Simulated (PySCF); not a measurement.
Species: C3H3FO.
Geometry (GFN2-xTB, Å), atoms numbered from 1 in this order:
```xyz
8
C3H3FO angstrom
C      1.2222    0.1596   -0.2439
C      0.1287   -0.0625    0.4764
C     -1.1878   -0.0904   -0.1591
O     -1.4887    0.0642   -1.2929
F     -2.1674   -0.3384    0.7618
H      1.1509    0.3218   -1.3075
H      2.2033    0.1860    0.1978
H      0.1478   -0.2308    1.5429
```

A calculation gives these core lines: C 1s: 291.70 (area 1), 291.95 (area 1), 295.88 (area 1) eV; O 1s: 538.65 eV; F 1s: 693.10 eV.

Level of theory: delta-SCF UKS SCAN, pcX-2 on the ionised atom, pcseg-1 elsewhere, spin-free X2C in PySCF. One conformer (not necessarily the lowest) at the GFN2-xTB geometry, without solvent, vibrations or thermal averaging.

Task: Assign the C 1s lines to atoms.

Result: 291.70 eV: C1 (terminal =CH2 carbon); 291.95 eV: C2 (alkene CH carbon); 295.88 eV: C3 (acyl halide carbon). Lowest listed C 1s: C1, bonded to C (double bond) and 2 H. Highest, 4.18 eV above it: C3, bonded to F, O (double bond) and C. The widest gap between neighbouring values is 3.93 eV, between 291.95 and 295.88 eV. Summing the Pauling electronegativity differences to the bonded atoms, each weighted by its formal bond order, gives -0.70 for the lowest site and +3.21 for the highest; no listed site has a larger sum than the highest.

Bonded neighbours of each site: C1: C (double bond) and 2 H; C2: C (double bond), C and H; C3: F, O (double bond) and C; O4: C (double bond); F5: C.

Task: Which photon energy gives electrons from O 1s of O4 a kinetic energy of 100 eV, and what is their de Broglie wavelength?

Result: hν = 538.65 + 100 = 638.65 eV, recoil neglected; λ = 12.264 Å/√(E/eV) = 1.23 Å.

Time: 17 s; peak memory 0.38 GiB. Hardware: Arm Neoverse V1, one thread, on a shared host.
